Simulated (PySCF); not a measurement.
# BF, triplet: the ladder up to RCCSDT

Geometry: that of the BF⁻, quartet, kept fixed.

```json
{"atom": "B", "x (Å)": "0.0000", "y (Å)": "0.0000", "z (Å)": "0.0000"}
{"atom": "F", "x (Å)": "0.0000", "y (Å)": "0.0000", "z (Å)": "1.4027"}
```

Basis aug-cc-pVDZ; PySCF 2.14.0. Correlated methods freeze the noble-gas cores, which leaves 10 electrons in 44 orbitals. R marks a restricted (for open shells ROHF) determinant, U an unrestricted one.

Full CI isn't at hand for all of this; RCCSDT serves as the reference. It lacks quadruple excitations, which often exceed the step from CCSD(T) to CCSDT. The frozen core follows each run's orbitals, which can shift R against U totals by a few meV.

```
UHF ⟨S²⟩                          : 2.003
T1 diagnostic (ROHF- or RHF-based CCSD)             : 0.0226
largest doubles amplitude (ROHF- or RHF-based CCSD) : 0.024
T1 diagnostic (UCCSD)             : 0.0200
```

| level | E − E(RCCSDT) (kJ/mol) | share of correlation (%) | wall time |
| --- | --- | --- | --- |
| RHF | 670.2 | 0.00 | – |
| UHF | 667.6 | 0.40 | – |
| RMP2 | 33.6 | 94.98 | – |
| UMP2 | 32.6 | 95.14 | – |
| RCCSD | 18.7 | 97.21 | – |
| UCCSD | 18.7 | 97.21 | – |
| RCCSD(T) | 1.5 | 99.77 | 3.9 s |
| UCCSD(T) | 1.5 | 99.77 | 3.6 s |
| UCCSDT | 0.0 | 100.00 | 14 min |

The correlation energy at RCCSDT, counted from RHF, is -6.946 eV. That run took 14 min on 1 thread of Intel Xeon Platinum 8259CL, shared host.

Times are those of the correlated step on a shared host, with one SCF added for the restricted CCSD run; they ran on 1 thread of Intel Xeon Platinum 8259CL.
